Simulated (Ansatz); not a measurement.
This Ansatz (a program for electronic structure) input (B3LYP/cc-pV5Z) gives -152.68014 Eh with 383 basis functions. A basis named .json is the Basis Set Exchange file of that set (core-valence sets with the plain set on hydrogen).

Ansatz 0.2 input:
```yaml
crystal:
  periodic: [false, false, false]
  atoms:
    - {symbol: C, position_ang: [0.00913574, 0.00173503, -1.20562697]}
    - {symbol: C, position_ang: [-0.00077797, -0.00014775, 0.10266711]}
    - {symbol: H, position_ang: [0.02818759, 0.94008178, -1.73766571]}
    - {symbol: H, position_ang: [-0.00183081, -0.93507619, -1.74059173]}
    - {symbol: O, position_ang: [-0.00956292, -0.00181616, 1.26200208]}
basis:
  gaussian:
    orbitals: cc-pV5Z
hamiltonian:
  xc: {name: B3LYP}
magnetization: {spin_polarized: false}
```

Change:
```diff
- orbitals: cc-pV5Z
+ orbitals: aug-pcseg-1.json
```

Question: What does the run give now?

Answer: -152.58385 Eh (B3LYP/aug-pcseg-1, 87 functions), a change of +96.29 mEh.
